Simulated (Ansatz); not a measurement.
Input file:

```yaml
crystal:
  periodic: [false, false, false]
  atoms:
    - {symbol: B, position_ang: [0.000000, -0.387194, 2.217723]}
    - {symbol: C, position_ang: [0.000000, 0.254770, -1.846894]}
    - {symbol: H, position_ang: [0.000000, 0.423314, 3.093993]}
    - {symbol: H, position_ang: [0.000000, 1.248069, -2.299580]}
    - {symbol: H, position_ang: [0.000000, -0.554258, -2.573604]}
basis:
  gaussian: {orbitals: cc-pVDZ}
magnetization: {spin_polarized: false, initial_magnetization: 2}
correlation: {method: mp2, electrons: all}
accuracy: high
scf: {lower_state_search: off}
output: {forces: true}
```

```sh
$ ansatz run in.yaml --threads 1 --pin off --events-out ev --progress --plain --max-ram 2393MiB
```

Output:

```
these checks for a lower state are left out or cut short: starts, cluster_reference, orbital_swaps, neighbouring_geometries, increment
846 factors; integrals over basis functions are off by at most 5.1e-9 eV
mean field evaluation 1: about -1733.4340 eV, gradient 2.5e1 eV
mean field evaluation 2: about -1733.4340 eV, gradient 2.5e1 eV
mean field evaluation 4: about -1741.9859 eV, gradient 8.9e0 eV
mean field evaluation 8: about -1742.6466 eV, gradient 6.4e-1 eV
mean field evaluation 16: about -1742.6508 eV, gradient 2.2e-8 eV
mean field -1742.65080940 eV, -64.0412360344 hartree, gradient 2.2e-8 eV, S^2 2.000000; 0 other end points of the search recorded, 0 dependent functions left out
reference -1742.65080940 eV, -64.0412360344 hartree; 8, 6 occupied and 35, 37 virtual orbitals, 846 factors
second order -4.30735537 eV of doubles, -0.06316766 eV of singles
the calculation of the forces begins
Total energy: -1747.02133243 eV, -64.2018497933 hartree
Atom 0 at     0.000000    -0.387194     2.217723 Å, force     0.000000    -0.847382    -0.870982 eV/Å
Atom 1 at     0.000000     0.254770    -1.846894 Å, force    -0.000000     0.320742    -1.260546 eV/Å
Atom 2 at     0.000000     0.423314     3.093993 Å, force    -0.000000     0.837118     0.869724 eV/Å
Atom 3 at     0.000000     1.248069    -2.299580 Å, force    -0.000000     0.545680     0.766835 eV/Å
Atom 4 at     0.000000    -0.554258    -2.573604 Å, force     0.000000    -0.856158     0.494969 eV/Å
Dipole moment:     0.000000     0.243477     0.110023 e Å
Checks for a lower state left out: starts, cluster_reference, orbital_swaps, neighbouring_geometries, increment
```

Forces (eV/Å):
```
B    0.000 -0.847 -0.871
C    0.000  0.321 -1.261
H    0.000  0.837  0.870
H    0.000  0.546  0.767
H    0.000 -0.856  0.495
```

Ran on 1 thread of Arm Neoverse V2, shared host: 0.81 s wall, 0.1 GiB peak host memory.
